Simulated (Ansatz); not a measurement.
**Worked example: C5H10 + CH3F → C4H7F + C2H6**

Species: C5H10 (2-methyl-2-butene) `CC=C(C)C`, singlet; CH3F (fluoromethane) `CF`, singlet; C4H7F `C/C=C(/C)F`, singlet; C2H6 (ethane) `CC`, singlet. The partners trade CH3 for F; both sit on C, so the bond types are kept.

Shapes, held fixed at every level: PBE0-D4/def2-TZVP. Programs: Ansatz 0.2.0. The zero-point and thermal change to 298 K, harmonic and unscaled (PBE0-D4/def2-TZVP), is -0.6 kJ/mol.

At CCSD(T)/CBS estimate; 1 Eh = 2625.50 kJ/mol:

```
species  energy (Eh)
  C5H10  -196.274279
   CH3F  -139.634611
  C4H7F  -256.198787
   C2H6   -79.719537
```

Q: Work out ΔH(298 K) of the reaction at this level.

A: 
1. Products less reactants: (-256.198787) + (-79.719537) − [(-196.274279) + (-139.634611)] = -0.009434 Eh = -24.8 kJ/mol.
2. With the thermal change: -24.8 + (-0.6) = -25.4 kJ/mol.

Other levels give -33.4 (CCSD/def2-SVP) to -26.3 kJ/mol (CCSD(T)/def2-TZVPP). No measured value is set beside it here. The CBS estimate extrapolates MP2 from def2-TZVPP and def2-QZVPP and adds CCSD(T) − MP2 in the triple-zeta set, cores frozen.
